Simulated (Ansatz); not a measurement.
Reaction: H4BNO2 (SMILES NB(O)O) → H2BO2 (SMILES [B](O)O, doublet) + NH2 (SMILES [NH2], doublet) (the B-N bond breaks)
Each species at its own B3LYP-D3(BJ)/def2-TZVP minimum (Ansatz, a quantum-chemistry and plane-wave program), one conformer.

Wanted: bond dissociation energy (electronic), in kcal/mol. UHF or UKS for unpaired electrons; spin-orbit terms are left out. CBS(X,Y): correlation extrapolated as X^-3, Hartree-Fock from the larger set. A bracket is a step between two methods taken in the basis named. Functionals run without relativity, which enters their misses. Double hybrids freeze cores in their MP2 part. '+ core + X2C': CCSD(T) terms for core correlation (cc-pwCVTZ) and scalar relativity (cc-pVTZ-DK).

CCSD(T)/CBS(cc-pVTZ,cc-pVQZ) + [CCSDT(Q) - CCSD(T)]/cc-pVDZ + core + X2C (Ansatz) gives 138.0 kcal/mol.

Problem. What does PBE/def2-TZVPD (Ansatz) give here, and how do the other levels compare?

Solution. PBE gives 131.4 kcal/mol, 6.6 kcal/mol below it. Differences of the others: r2SCAN/def2-TZVPD (Ansatz) -9.0; PBE0/def2-TZVPD (Ansatz) -5.7; wB97M-V/def2-TZVPD (Ansatz) 0.7; B2PLYP/def2-TZVPD (Ansatz) -4.4; CCSD(T)/CBS(cc-pVTZ,cc-pVQZ) + core + X2C (Ansatz) 0.1 kcal/mol. Nearer than PBE: PBE0/def2-TZVPD, wB97M-V/def2-TZVPD, B2PLYP/def2-TZVPD, CCSD(T)/CBS(cc-pVTZ,cc-pVQZ) + core + X2C.
